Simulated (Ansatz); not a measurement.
System (SMILES): F (HF).
Atoms: F1, H2. Bonds: F1-H2.

Basis-set convergence of the highest harmonic wavenumber at CCSD(T) with Ansatz (an electronic-structure program). Each level at its own minimum, finite differences of forces, unscaled; the reference is a large set that could be run, not a limit. Cartesian d functions, on some or all atoms, in 6-31G*, 6-31+G*; all else is spherical. Cores are frozen. No added dispersion term, no relativity. Reference: the value in aug-pcseg-3, 4116 cm⁻¹, itself unsure by roughly 22 cm⁻¹ (its mean distance from aug-cc-pVQZ, def2-QZVPPD, pcseg-3). Deviations are taken from unrounded values.

| basis | functions | highest harmonic wavenumber (cm⁻¹) |
|---|---|---|
| 6-31G* | 17 | 4002 |
| 6-31+G* | 21 | 3926 |
| cc-pVDZ | 19 | 4150 |
| aug-cc-pVDZ | 32 | 4080 |
| def2-SVP | 19 | 4193 |
| def2-SVPD | 31 | 4116 |
| pcseg-1 | 19 | 4149 |
| aug-pcseg-1 | 32 | 4081 |
| 6-311G** | 24 | 4234 |
| 6-311+G** | 28 | 4191 |
| def2-TZVP | 37 | 4141 |
| def2-TZVPD | 49 | 4113 |
| cc-pVTZ | 44 | 4177 |
| aug-cc-pVTZ | 69 | 4124 |
| pcseg-2 | 44 | 4146 |
| aug-pcseg-2 | 69 | 4127 |
| def2-TZVPP | 45 | 4153 |
| def2-TZVPPD | 57 | 4124 |
| cc-pVQZ | 85 | 4162 |
| aug-cc-pVQZ | 126 | 4142 |
| def2-QZVPP | 87 | 4162 |
| def2-QZVPPD | 99 | 4154 |
| pcseg-3 | 93 | 4118 |
| aug-pcseg-3 | 134 | 4116 |

What the diffuse functions change, pair by pair:
- 6-31G* to 6-31+G*: 4 more functions, deviation -115 to -191 cm⁻¹
- cc-pVDZ to aug-cc-pVDZ: 13 more functions, deviation 34 to -36 cm⁻¹
- def2-SVP to def2-SVPD: 12 more functions, deviation 77 to 0 cm⁻¹
- pcseg-1 to aug-pcseg-1: 13 more functions, deviation 33 to -36 cm⁻¹
- 6-311G** to 6-311+G**: 4 more functions, deviation 117 to 74 cm⁻¹
- def2-TZVP to def2-TZVPD: 12 more functions, deviation 25 to -4 cm⁻¹
- cc-pVTZ to aug-cc-pVTZ: 25 more functions, deviation 61 to 8 cm⁻¹
- pcseg-2 to aug-pcseg-2: 25 more functions, deviation 30 to 11 cm⁻¹
- def2-TZVPP to def2-TZVPPD: 12 more functions, deviation 36 to 7 cm⁻¹
- cc-pVQZ to aug-cc-pVQZ: 41 more functions, deviation 46 to 25 cm⁻¹
- def2-QZVPP to def2-QZVPPD: 12 more functions, deviation 46 to 38 cm⁻¹
- pcseg-3 to aug-pcseg-3: 41 more functions, deviation 2 to 0 cm⁻¹

Leaving out the reference's own pair, they bring the value nearer the reference by more than 22 cm⁻¹ in 4 of 11 pairs.
